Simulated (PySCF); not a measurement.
Mayer bond orders and bond lengths

C4H3FS.
Atom-mapped SMILES: `[F:1][c:2]1[cH:3][cH:4][cH:5][s:6]1` (hydrogens: H7 on C3; H8 on C4; H9 on C5)

Bond orders from the PBE0/pcSseg-1 density (PySCF). Geometry: PBE0-D3(BJ)/def2-SVP; no solvent, vibrations or thermal averaging.

Problem. Where do the orders between heavy atoms depart from those drawn in the SMILES?

Solution. The largest departure is 0.365, at C5–S6 (drawn aromatic, 1.135), counting aromatic bonds as 1.5. The bonds drawn aromatic range from 1.14 to 1.60.

Problem. Give the Mayer order of every bond, beside its length.

Solution. 
```
 bond  drawn as  length (Å)  Mayer order
F1–C2    single       1.319        0.971
C2–C3  aromatic       1.363        1.569
C3–C4  aromatic       1.427        1.228
C4–C5  aromatic       1.367        1.604
C5–S6  aromatic       1.725        1.135
S6–C2  aromatic       1.729        1.151
C3–H7    single       1.090        0.959
C4–H8    single       1.091        0.972
C5–H9    single       1.089        0.953
```

Bonds between the same two heavy elements. C–C: lowest C3–C4 (1.228, 1.427 Å), highest C4–C5 (1.604, 1.367 Å); in 1 of the 3 pairs the longer bond (by over 0.003 Å) has the higher order (by 0.02 or more). C–S: all 2 within 0.02 of one another (1.135 to 1.151).

Problem. Sum the orders of all bonds at each heavy atom with more than one neighbour and set the sums beside the valence in the SMILES.

Solution. C2 3.691 (drawn 4), C3 3.756 (drawn 4), C4 3.804 (drawn 4), C5 3.692 (drawn 4), S6 2.286 (drawn 2). Orders between atoms that aren't bonded are not in these sums.

The Mayer order sums products of elements of PS (density times overlap matrix) between the two atoms' basis functions, so it depends on the basis set.
